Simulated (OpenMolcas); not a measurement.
**One shape, several levels: [PH2]− (phosphanide)**

Aim: a comparison of 6 runs (HF/3-21G, B3LYP/3-21G, M06-2X/3-21G, UPBE/3-21G, r2SCAN/3-21G, MP2/3-21G) of [PH2]− (phosphanide). 

The results are computed with OpenMolcas 26.06.

1 further run of the same task is left out (set aside as unsound or not needed).

**1. The system as given**

[PH2]−: 3 atoms, total charge -1, spin state singlet. As SMILES, `[PH2-]`. The P1–H2 distance was set to 1.681 Å, away from the relaxed value.

Bond lengths: P1–H3 1.345 Å. A long bond or contact: P1–H2 1.681 Å.

**2. A single-point energy at HF/3-21G (run 1)**

Input file geom.xyz:

```xyz
3

P      0.597238    -0.614483     0.265027
H      0.105590     0.990220     0.165130
H     -0.506182    -1.017553    -0.390203
```

Input file run.input:

```
* H2P Hartree-Fock
>>> EXPORT MOLCAS_PRINT=2
&GATEWAY
BASLIB
$CurrDir
COORD
geom.xyz
BASIS
3-21G
GROUP
NoSym
&SEWARD
&SCF
CHARGE
-1
THRESHOLDS
1e-10 1e-07 1e-07 1e-05
PRORBITALS
1 1
```

The basis set 3-21G is read from a file made from the Basis Set Exchange's data (not shown).

Started as:

```bash
$ export MOLCAS_MEM=1860
$ pymolcas run.input > run.log
```

What it wrote:

```text
--- Start Module: gateway ---
[...]
--- Stop Module: gateway /rc=_RC_ALL_IS_WELL_ ---
--- Start Module: seward ---
[...]
      Basis functions           17
--- Stop Module: seward /rc=_RC_ALL_IS_WELL_ ---
--- Start Module: scf ---
[...]
       Convergence after  12 Iterations
[...]
::    Total SCF energy                               -340.0956334895
[...]
      Total spin, S                                     0.0000000000
[...]
      Total electronic charge=   18.000000
      Total            charge=   -1.000000
[...]
      Dipole Moment (debye):
      Origin of the operator (angstrom)=    0.5485   -0.5778    0.2420
                   X= -4.5117E-01               Y= -6.4548E-01               Z= -3.1965E-01           Total=  8.4993E-01
      Center of Charge (angstrom)
[...]
--- Stop Module: scf /rc=_RC_ALL_IS_WELL_ ---
[...]
```

It took 1.6 s on 1 thread of Arm Neoverse V1, shared host; peak memory 0.37 GiB.

**3. A single-point energy at B3LYP/3-21G (run 2)**

geom.xyz is that of step 2.

Input file run.inp:

```
* H2P Kohn-Sham DFT

&GATEWAY
 BASLIB = $CurrDir
 COORD = geom.xyz
 BASIS = 3-21G
 GROUP = NoSym

&SEWARD
 GRIDINPUT
 Grid=UltraFine
 End of Grid

&SCF
 CHARGE = -1
 KSDFT = B3LYP
 THRESHOLDS = 1e-10 1e-07 1e-07 1e-05
 PRORBITALS = 1 1
```

The basis set 3-21G is read from a file made from the Basis Set Exchange's data (not shown).

Started as:

```bash
$ export MOLCAS_MEM=1860
$ pymolcas run.inp > run.log
```

What it wrote:

```text
--- Start Module: gateway ---
[...]
--- Stop Module: gateway /rc=_RC_ALL_IS_WELL_ ---
--- Start Module: seward ---
[...]
      Basis functions           17
--- Stop Module: seward /rc=_RC_ALL_IS_WELL_ ---
--- Start Module: scf ---
[...]
       Convergence after  13 Iterations
[...]
::    Total KS-DFT energy                            -340.7763659010
[...]
      Total spin, S                                     0.0000000000
[...]
      Total electronic charge=   18.000000
      Total            charge=   -1.000000
[...]
      Dipole Moment (debye):
      Origin of the operator (angstrom)=    0.5485   -0.5778    0.2420
                   X= -5.8737E-01               Y= -4.7363E-01               Z= -3.7668E-01           Total=  8.4334E-01
      Center of Charge (angstrom)
[...]
--- Stop Module: scf /rc=_RC_ALL_IS_WELL_ ---
[...]
```

Wall time 3.9 s (1 thread of Arm Neoverse V1, shared host); peak memory 0.37 GiB.

Runs 3 to 4 aren't shown in full; the table further down has their settings and results.

**4. A single-point energy at r2SCAN/3-21G (run 5)**

geom.xyz is that of step 3.

Input file run.input:

```
>>> EXPORT MOLCAS_PRINT=2
&GATEWAY
BASLIB
$CurrDir
COORD
geom.xyz
BASIS
3-21G
GROUP
NoSym
&SEWARD
GRIDINPUT
Grid=UltraFine
End of Grid
&SCF
CHARGE
-1
KSDFT
2
1.0 MGGA_X_R2SCAN
1.0 MGGA_C_R2SCAN
THRESHOLDS
1e-10 1e-07 1e-07 1e-05
PRORBITALS
1 1
```

The basis set 3-21G is read from a file made from the Basis Set Exchange's data (not shown).

Started as:

```bash
$ export MOLCAS_MEM=1860
$ pymolcas run.input > run.log
```

What it wrote:

```text
--- Start Module: gateway ---
[...]
--- Stop Module: gateway /rc=_RC_ALL_IS_WELL_ ---
--- Start Module: seward ---
[...]
      Basis functions           17
--- Stop Module: seward /rc=_RC_ALL_IS_WELL_ ---
--- Start Module: scf ---
[...]
       Convergence after  13 Iterations
[...]
::    Total KS-DFT energy                            -340.7077783214
[...]
      Total spin, S                                     0.0000000000
[...]
      Total electronic charge=   18.000000
      Total            charge=   -1.000000
[...]
      Dipole Moment (debye):
      Origin of the operator (angstrom)=    0.5485   -0.5778    0.2420
                   X= -7.5365E-01               Y= -3.2489E-01               Z= -4.5287E-01           Total=  9.3736E-01
      Center of Charge (angstrom)
[...]
--- Stop Module: scf /rc=_RC_ALL_IS_WELL_ ---
[...]
```

Run time: 4.2 s. Hardware: 1 thread of Arm Neoverse V1, shared host; peak memory 0.37 GiB.

**5. The energy at MP2/3-21G (run 6)**

geom.xyz is that of step 4.

Input file run.inp:

```
* H2P MP2
&GATEWAY
BASLIB=$CurrDir
COORD=geom.xyz
BASIS=3-21G
GROUP=NoSym
&SEWARD
&SCF
CHARGE=-1
THRESHOLDS=1e-10 1e-07 1e-07 1e-05
PRORBITALS=1 1
&MBPT2
FROZEN=5
```

The basis set 3-21G is read from a file made from the Basis Set Exchange's data (not shown).

Started as:

```bash
$ export MOLCAS_MEM=1860
$ pymolcas run.inp > run.log
```

What it wrote:

```text
--- Start Module: gateway ---
[...]
--- Stop Module: gateway /rc=_RC_ALL_IS_WELL_ ---
[...]
      Basis functions           17
[...]
--- Start Module: scf ---
[...]
       Convergence after  12 Iterations
[...]
::    Total SCF energy                               -340.0956334895
[...]
      Total spin, S                                     0.0000000000
[...]
      Total electronic charge=   18.000000
      Total            charge=   -1.000000
[...]
      Dipole Moment (debye):
      Origin of the operator (angstrom)=    0.5485   -0.5778    0.2420
                   X= -4.5117E-01               Y= -6.4548E-01               Z= -3.1965E-01           Total=  8.4993E-01
      Center of Charge (angstrom)
[...]
--- Stop Module: scf /rc=_RC_ALL_IS_WELL_ ---
--- Start Module: mbpt2 ---
[...]
WARNING!
Default frozen orbitals as non valence orbitals is overwritten by user input.
Default values:   5
[...]
       Reference weight ( Cref**2 )         =        0.96989
::    Total MBPT2 energy                             -340.1537064709
[...]
      Total MBPT2 calculations                           0.04      0.04
--- Stop Module: mbpt2 /rc=_RC_ALL_IS_WELL_ ---
[...]
```

It took 1.6 s on 1 thread of Arm Neoverse V1, shared host; peak memory 0.37 GiB.

**6. The series**

```csv
run,level,integration grid,scramble,energy (Eh),HOMO energy (eV),LUMO energy (eV),HOMO–LUMO gap (eV),wall time
1,HF/3-21G,–,–,-340.095633,-0.65,10.91,11.56,1.6 s
2,B3LYP/3-21G,UltraFine,–,-340.776366,2.27,7.29,5.03,3.9 s
3,M06-2X/3-21G,UltraFine,–,-340.717651,1.02,8.35,7.34,3.9 s
4,UPBE/3-21G,UltraFine,0.25,-340.585050,3.13,6.54,3.41,4.5 s
5,r2SCAN/3-21G,UltraFine,–,-340.707778,2.82,6.65,3.84,4.2 s
6,MP2/3-21G,–,–,-340.153706,-0.65,10.91,11.56,1.6 s
```

**7. Summary of results**

| quantity | value |
| --- | --- |
| run 6: total energy | -340.15371 Eh |
| run 6: HOMO energy (Hartree–Fock orbitals) | -0.65 eV |
| run 6: LUMO energy (Hartree–Fock orbitals) | 10.91 eV |
| run 6: HOMO–LUMO gap (to an unbound level, set by the basis) | 11.56 eV |
| run 6: correlation energy (5 core orbitals frozen) | -58.1 mEh |

In words: Over runs 1, 2, 3, 4, 5 the HOMO–LUMO gap runs from 3.41 eV (UPBE/3-21G) to 11.56 eV (HF/3-21G). The empty levels of an anion lie above zero and hang on the basis. Totals of different functionals can't be ranked against each other. In runs 2, 3, 4, 5 the HOMO lies above zero, so the outermost electron may be held by the basis alone. All runs together took 20 s, the longest 4.5 s.
